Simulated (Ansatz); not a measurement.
Geometry optimisation, RKS r2SCAN/def2-SVP (Ansatz).

input.yaml

```yaml
crystal:
  periodic: [false, false, false]
  atoms:
    - { symbol: Al, position_ang: [-1.097326, -0.253464, 0.522396] }
    - { symbol: H, position_ang: [1.600517, -0.016648, 1.048425] }
    - { symbol: H, position_ang: [1.631262, 0.136573, 0.346273] }
    - { symbol: H, position_ang: [-0.565253, 0.133539, -1.010994] }
basis:
  gaussian: { orbitals: def2-SVP }
hamiltonian:
  xc: r2scan
relax:
  f_tol: 0.03
  max_steps: 50
output:
  orbitals: {}
```

Launched with:

```bash
$ ansatz run input.yaml --threads 1 --pin off --max-ram 2048MiB --backend cpu --events-out ev --progress --plain --runs-dir out
```

**Question.** Where does it end, and by what steps?

**Answer.** It converged. After 4 steps the energy has fallen by 0.060 eV; Al1 moved furthest, 0.28 Å.

```
step  energy less start (eV)  largest force component (eV/Å)  accepted
   0                  0.0000                           1.727       yes
   1                 -0.0495                           0.309       yes
   2                 -0.0581                           0.130       yes
   3                 -0.0573                           0.143        no
   4                 -0.0601                           0.004       yes
```

```xyz
4
Properties=species:S:1:pos:R:3
Al -0.831 -0.238 0.610
H 1.357 -0.036 0.997
H 1.385 0.127 0.233
H -0.342 0.147 -0.933
```

The run took 4.6 s on 1 thread of Arm Neoverse V1, on a shared host, peak memory 0.091 GiB.
